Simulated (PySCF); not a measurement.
Compound: C3H10NP.
Z-matrix (Å and degrees, PBE0-D3(BJ)/def2-SVP geometry), rows numbered from 1:
```
C 
P   1  1.8099
C   2  1.8353  1  104.50
C   2  1.8354  1  104.48  3   106.88
N   2  1.5706  1  107.59  3  -126.54
H   1  1.0989  2  111.96  3   -53.30
H   1  1.0989  2  108.30  3  -174.74
H   1  1.0989  2  108.29  3    68.15
H   3  1.1006  2  109.05  1   175.74
H   3  1.1007  2  112.66  1    54.65
H   3  1.0997  2  108.28  1   -66.78
H   4  1.1007  2  112.59  1   -54.60
H   4  1.0997  2  108.29  1    66.79
H   4  1.1006  2  109.10  1  -175.68
H   5  1.0186  2  114.60  1  -179.97
```

Computed with PBE0-D3(BJ)/def2-SVP geometry optimisation, gas phase (PySCF 2.14.0).

Take the most abundant isotopes and a rigid rotor. 

Problem. What are A, B and C (MHz)?

Solution. Ia = 136.19, Ib = 141.92, Ic = 145.18 u·Å²; 505379 MHz·u·Å²/I gives A = 3711, B = 3561, C = 3481 MHz.

Problem. Classify the top.

Solution. An asymmetric top; Ray's κ = -0.305.

Problem. Is it planar, by Δ = Ic − Ia − Ib?

Solution. Not planar: Δ = Ic − Ia − Ib = -132.94 u·Å². For a rigid frame Δ = −2 Σ m c², so Σ m c² = 66.47 u·Å² lies off the ab plane: 18.10 from hydrogen and 48.37 from heavier atoms. The atom farthest from that plane is 2.32 Å away.

Problem. Give the other two planar moments, Paa and Pbb, and the rms extents of the mass along the axes.

Solution. Paa = Σ m a² = (Ib + Ic − Ia)/2 = 75.45 and Pbb = Σ m b² = (Ia + Ic − Ib)/2 = 69.72 u·Å². With the mass M = 91.06 u, the rms extents √(P/M) along a, b and c are 0.91, 0.88, 0.85 Å.

Problem. List the rotational levels J(Ka,Kc) to J = 4 (MHz).

Solution. Above 0(0,0):
J = 1: 1(0,1) 7042, 1(1,1) 7192, 1(1,0) 7272
J = 2: 2(0,2) 21102, 2(1,2) 21196, 2(1,1) 21436, 2(2,1) 21885, 2(2,0) 21910
J = 3: 3(0,3) 42143, 3(1,3) 42190, 3(1,2) 42664, 3(2,2) 43012, 3(2,1) 43122, 3(3,1) 43974, 3(3,0) 43979
J = 4: 4(0,4) 70142, 4(1,4) 70161, 4(1,3) 70927, 4(2,3) 71161, 4(2,2) 71440, 4(3,2) 72180, 4(3,1) 72213, 4(4,1) 73477, 4(4,0) 73478

Problem. Predict some low-J microwave lines.

Solution. The dipole components are |μa| = 2.89 D, |μb| = 0.00 D, |μc| = 1.72 D; the mirror of this Cs structure is the ac plane, so μb vanishes by symmetry (the 0.01 D computed is a residue) and there are no b-type lines. The squared components, which scale the intensities, stand as 1.00 : 0.36 (a : c). Some lines, for components of 0.1 D or more:

```tsv
type	branch	J(Ka,Kc)	MHz	lower level (cm⁻¹)
c	Q	3(2,2) ← 3(1,2)	348	1.423
a	Q	3(1,2) ← 3(1,3)	474	1.407
c	Q	3(3,1) ← 3(2,1)	852	1.438
c	R	1(1,0) ← 0(0,0)	7272	0.000
a	R	2(1,2) ← 1(1,1)	14004	0.240
a	R	2(0,2) ← 1(0,1)	14060	0.235
a	R	2(1,1) ← 1(1,0)	14164	0.243
c	R	2(1,1) ← 1(0,1)	14394	0.235
c	R	2(2,0) ← 1(1,0)	14638	0.243
a	R	3(0,3) ← 2(0,2)	21041	0.704
c	R	3(1,2) ← 2(0,2)	21562	0.704
c	R	3(2,2) ← 2(1,2)	21815	0.707
c	R	3(3,0) ← 2(2,0)	22069	0.731
c	R	3(3,1) ← 2(2,1)	22089	0.730
a	R	4(0,4) ← 3(0,3)	27999	1.406
a	R	4(2,3) ← 3(2,2)	28149	1.435
a	R	4(3,2) ← 3(3,1)	28206	1.467
a	R	4(3,1) ← 3(3,0)	28233	1.467
c	R	4(2,2) ← 3(1,2)	28776	1.423
c	R	4(2,3) ← 3(1,3)	28971	1.407
c	R	4(3,2) ← 3(2,2)	29168	1.435
c	R	4(4,0) ← 3(3,0)	29499	1.467
c	R	4(4,1) ← 3(3,1)	29503	1.467
```

Problem. Estimate the classical rotational partition function at 50 K, 100 K and 500 K.

Solution. Point group Cs, symmetry number σ = 1; q = (√π/σ)·√((kT/h)³/(ABC)), k/h = 20836.6 MHz/K: 8790 at 50 K, 24900 at 100 K, 278000 at 500 K.

Stationary, but not proved a minimum. Constants of a rigid frame at the computed geometry: no zero-point averaging, no centrifugal distortion. A rigid rotor knows nothing of internal rotation, which can split or shift real lines. Quadrupole hyperfine structure (14N) is left out.
